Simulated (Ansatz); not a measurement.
Geometry optimisation, Ansatz, RHF/cc-pVDZ.

The input (input.yaml):

```yaml
crystal:
  periodic: [false, false, false]
  atoms:
    - { symbol: B, position_ang: [-0.002905, 0.665962, -0.201041] }
    - { symbol: H, position_ang: [0.039203, -0.676052, 1.787531] }
    - { symbol: C, position_ang: [1.392629, 0.112459, -0.665432] }
    - { symbol: H, position_ang: [1.426446, -0.979119, -0.635325] }
    - { symbol: H, position_ang: [1.51454, 0.395838, -1.719051] }
    - { symbol: H, position_ang: [2.24621, 0.510038, -0.113704] }
    - { symbol: H, position_ang: [-1.030692, 0.127965, -0.49141] }
    - { symbol: S, position_ang: [-0.250746, 2.278115, 0.699151] }
    - { symbol: H, position_ang: [1.027957, 2.63152, 0.891165] }
    - { symbol: H, position_ang: [-0.097842, -0.001627, 1.970417] }
basis:
  gaussian: { orbitals: cc-pVDZ }
hamiltonian:
  xc: hf
relax:
  f_tol: 0.03
  max_steps: 50
```

Launched with:

```bash
$ ansatz run input.yaml --threads 1 --pin off --max-ram 2048MiB --backend cpu --events-out ev --progress --plain --runs-dir out
```

Question: Where does it end, and by what steps?

Answer: The forces met the threshold. The force dipped under the threshold on the way, but the program's further checks kept it going. After 27 steps the energy has fallen by 0.320 eV; H2 moved furthest, 1.75 Å.

```
step  energy less start (eV)  largest force component (eV/Å)  accepted
   0                  0.0000                           1.614       yes
   1                 -0.1733                           0.482       yes
   2                 -0.2416                           0.389       yes
   3                 -0.2829                           0.184       yes
   4                 -0.2977                           0.106       yes
   5                 -0.3054                           0.082       yes
   6                 -0.3097                           0.084       yes
   7                 -0.3119                           0.139       yes
   8                 -0.3130                           0.148       yes
   9                 -0.3137                           0.144       yes
  10                 -0.3133                           0.341        no
  11                 -0.3156                           0.090       yes
  12                 -0.3163                           0.009       yes
  13                 -0.3161                           0.198        no
  14                 -0.3166                           0.044       yes
  15                 -0.3166                           0.118       yes
  16                 -0.3168                           0.096       yes
  17                 -0.3171                           0.005       yes
  18                 -0.3173                           0.015       yes
  19                 -0.3164                           0.270        no
  20                 -0.3178                           0.066       yes
  21                 -0.3179                           0.104       yes
  22                 -0.3182                           0.079       yes
  23                 -0.3184                           0.056       yes
  24                 -0.3189                           0.058       yes
  25                 -0.3191                           0.127       yes
  26                 -0.3194                           0.066       yes
  27                 -0.3196                           0.006       yes
```

```xyz
10
Properties=species:S:1:pos:R:3
B 0.089 0.909 -0.645
H -0.328 -1.286 3.381
C 1.500 0.351 -1.064
H 1.536 -0.723 -0.851
H 1.623 0.448 -2.148
H 2.349 0.829 -0.573
H -0.915 0.479 -1.137
S -0.205 2.207 0.578
H 1.057 2.479 0.938
H -0.442 -0.627 3.044
```

Whether the end is a true minimum wasn't checked by a vibrational analysis.

Run time: 31 s on 1 thread of Arm Neoverse V2, with other jobs on the host, peak memory 0.13 GiB.
